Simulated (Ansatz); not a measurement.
Coupled-cluster diagnostics for MgMeF (CH₃FMg), Ansatz.

Geometry of the singlet (PBE-D4/def2-TZVP):

Cartesian coordinates in Å:
```
Mg 0.381 0.582 -1.087
C -0.233 -0.357 0.666
H -0.682 -1.340 0.456
H -0.984 0.245 1.199
H 0.613 -0.517 1.351
F 0.906 1.385 -2.584
```

Correlated methods freeze 3 core orbitals; core or outer-core shells of Mg are correlated, in sets that lack core-valence functions.

**Question.** Estimate the CCSD(T) correlation energy, the shares of MP2 and (T), T1 and the reference's ⟨S²⟩ for: charge 0, singlet, own geometry in def2-TZVPP; charge 1, doublet, vertical in def2-TZVPP; and the rough time on 4 threads of Arm Neoverse V1 on a shared host.

**Answer.** 
| state | basis | correlation (eV) | MP2 share (%) | (T) share (%) | T1 | ⟨S²⟩ (pure) | wall time |
| --- | --- | --- | --- | --- | --- | --- | --- |
| charge 0, singlet, own geometry | def2-TZVPP | -18.479 | 94.7 | 2.5 | 0.011 | 0.00 (0.00) | 9 s |
| charge 1, doublet, vertical | def2-TZVPP | -17.263 | 94.1 | 2.2 | 0.014 | 0.76 (0.75) | 39 s |
Customary marks for T1 are 0.02 (closed shells), 0.045 (open shells) and about 0.05 (3d metals). T1 stays under 0.02 throughout.
